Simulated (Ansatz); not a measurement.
Bond stretch in SH, doublet.

- UKS-BLYP = Ansatz (a first-principles code) with unrestricted BLYP/aug-cc-pVDZ
- UCCSD(T) = CCSD(T) on UHF/aug-cc-pVDZ, frozen core in Ansatz
- FCI = full CI/aug-cc-pVDZ, frozen core (Ansatz)

Energies relative to the lowest point of each curve between 1.13 and 1.63 Å, where full CI is lowest, in kcal/mol:

```
R / Å  UKS-BLYP  UCCSD(T)
-----  --------  --------
0.98       89.8      89.3
1.13       25.1      24.1
1.28        2.7       2.2
1.32        0.8       0.5
1.47        2.2       2.9
1.55        6.3       7.6
1.73       19.6      22.0
2.00       41.8      44.7
2.20       56.5      58.6
2.66       76.3      75.6
2.98       81.5      78.7
3.97       85.5      80.2
```

### Question
Estimate the FCI values at these points.

### Answer
0.98: 89.4; 1.13: 24.2; 1.28: 2.2; 1.32: 0.5; 1.47: 2.8; 1.55: 7.6; 1.73: 21.8; 2.00: 43.7; 2.20: 56.7; 2.66: 73.4; 2.98: 77.7; 3.97: 80.3 (kcal/mol).

The unrestricted determinant behind UKS-BLYP is spin-contaminated at 2.40 to 4.59 Å (<S²> up to 1.7, against 0.75 for a pure doublet). The unrestricted determinant behind UCCSD(T) is spin-contaminated at 1.82 to 4.59 Å (<S²> up to 1.8, against 0.75 for a pure doublet).
